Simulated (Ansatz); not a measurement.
Reaction (substitution at a C–O bond): `COC=S` + `[SiH]S` → `CS[SiH]` + `OC=S`

Program: Ansatz. Geometries: PBE0-D4/def2-TZVP. ΔE: electronic, gas phase. CCSD(T)/CBS adds triple-zeta CCSD(T) − MP2 to the extrapolated MP2 energy (def2 sets, frozen cores). This one scheme is used for every species. Functionals use def2-TZVPP. Each species was taken in one conformer, which may not be the lowest.

```
  species  r2SCANh energy (Eh)
  `COC=S`           -551.95582
 `[SiH]S`           -688.82477
`CS[SiH]`           -728.12502
   `OC=S`           -512.66879
```

(1) Work out ΔE.

(2) What do rigid-rotor, harmonic-oscillator terms from PBE0-D4/def2-TZVP frequencies (298.15 K, 1 bar) make of the CCSD(T)/CBS value? (Estimate.)

Largest T1 diagnostic among the species: 0.018.

## Answers

(1) ΔE = (-728.12502) + (-512.66879) − (-551.95582) − (-688.82477) = -0.01322 Eh = -8.3 kcal/mol. CCSD(T)/CBS gives -8.5 kcal/mol.

(2) The calculation gave: ΔZPE = +1.2 kcal/mol, ΔH = -7.4 kcal/mol, ΔS = -6 J/(mol·K), ΔG = -7.0 kcal/mol.

At CCSD(T), def2-SVP lies +3.9 kcal/mol from the extrapolated value and def2-TZVPP +1.2 kcal/mol. In def2-TZVPP, CCSD(T) changes the Hartree–Fock value by −2.7 kcal/mol (the triples alone add −0.5 kcal/mol) and MP2 by −4.2 kcal/mol. Leaving LDA and LC-ωPBE aside and taking each functional with its dispersion term where it has one, the values, not all of them listed here, spread over 2.8 kcal/mol, from revPBE-D4 to CAM-B3LYP-D4.
